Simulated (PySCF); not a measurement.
# Bonding in `C=CP(C)CC`

Compound: C5H11P.
Atom-mapped SMILES: `[CH2:1]=[CH:2][P:3]([CH3:4])[CH2:5][CH3:6]` (hydrogens: H7, H8 on C1; H9 on C2; H10, H11, H12 on C4; H13, H14 on C5; H15, H16, H17 on C6)

Geometry (GFN2-xTB, Å), atoms numbered from 1 in this order:
```
atom  x, y, z in Å
C1     1.976   -1.563    0.425
C2     1.247   -0.463    0.502
P3     0.331    0.216   -0.925
C4     0.815    1.991   -0.687
C5    -1.337    0.318   -0.091
C6    -1.965   -1.060    0.058
H7     2.512   -1.962    1.273
H8     2.067   -2.111   -0.498
H9     1.161    0.084    1.437
H10    1.858    2.112   -0.976
H11    0.202    2.617   -1.333
H12    0.688    2.304    0.349
H13   -1.972    0.953   -0.714
H14   -1.229    0.798    0.887
H15   -2.077   -1.533   -0.915
H16   -1.337   -1.700    0.675
H17   -2.947   -0.988    0.522
```

Bond orders from the PBE0/pcSseg-1 density (PySCF). Geometry: GFN2-xTB, one conformer, isolated molecule.

(1) How far do the computed orders between heavy atoms stray from the drawn ones?

(2) Set the Mayer orders of the bonds beside their lengths.

## Answers

(1) The largest departure is 0.062, at C2–P3 (drawn single, 0.938).

(2) 
```json
{"bond": "C1–C2", "drawn as": "double", "length (Å)": "1.322", "Mayer order": "1.975"}
{"bond": "C2–P3", "drawn as": "single", "length (Å)": "1.827", "Mayer order": "0.938"}
{"bond": "P3–C4", "drawn as": "single", "length (Å)": "1.855", "Mayer order": "0.979"}
{"bond": "P3–C5", "drawn as": "single", "length (Å)": "1.868", "Mayer order": "0.952"}
{"bond": "C5–C6", "drawn as": "single", "length (Å)": "1.522", "Mayer order": "1.048"}
{"bond": "C1–H7", "drawn as": "single", "length (Å)": "1.079", "Mayer order": "0.951"}
{"bond": "C1–H8", "drawn as": "single", "length (Å)": "1.078", "Mayer order": "0.955"}
{"bond": "C2–H9", "drawn as": "single", "length (Å)": "1.087", "Mayer order": "0.924"}
{"bond": "C4–H10", "drawn as": "single", "length (Å)": "1.088", "Mayer order": "0.958"}
{"bond": "C4–H11", "drawn as": "single", "length (Å)": "1.089", "Mayer order": "0.957"}
{"bond": "C4–H12", "drawn as": "single", "length (Å)": "1.090", "Mayer order": "0.948"}
{"bond": "C5–H13", "drawn as": "single", "length (Å)": "1.094", "Mayer order": "0.946"}
{"bond": "C5–H14", "drawn as": "single", "length (Å)": "1.095", "Mayer order": "0.935"}
{"bond": "C6–H15", "drawn as": "single", "length (Å)": "1.088", "Mayer order": "0.963"}
{"bond": "C6–H16", "drawn as": "single", "length (Å)": "1.089", "Mayer order": "0.963"}
{"bond": "C6–H17", "drawn as": "single", "length (Å)": "1.089", "Mayer order": "0.966"}
```

By pair of heavy elements: C–C: lowest C5–C6 (1.048, 1.522 Å), highest C1–C2 (1.975, 1.322 Å). C–P: lowest C2–P3 (0.938, 1.827 Å), highest P3–C4 (0.979, 1.855 Å); in 1 of the 3 pairs the longer bond (by over 0.003 Å) has the higher order (by 0.02 or more).

Sum the orders of all bonds at each heavy atom with more than one neighbour and set the sums beside the valence in the SMILES.

C1 3.881 (drawn 4), C2 3.837 (drawn 4), P3 2.869 (drawn 3), C4 3.842 (drawn 4), C5 3.881 (drawn 4), C6 3.940 (drawn 4). Orders between atoms that aren't bonded are not in these sums.

Mayer orders depend on the basis set.
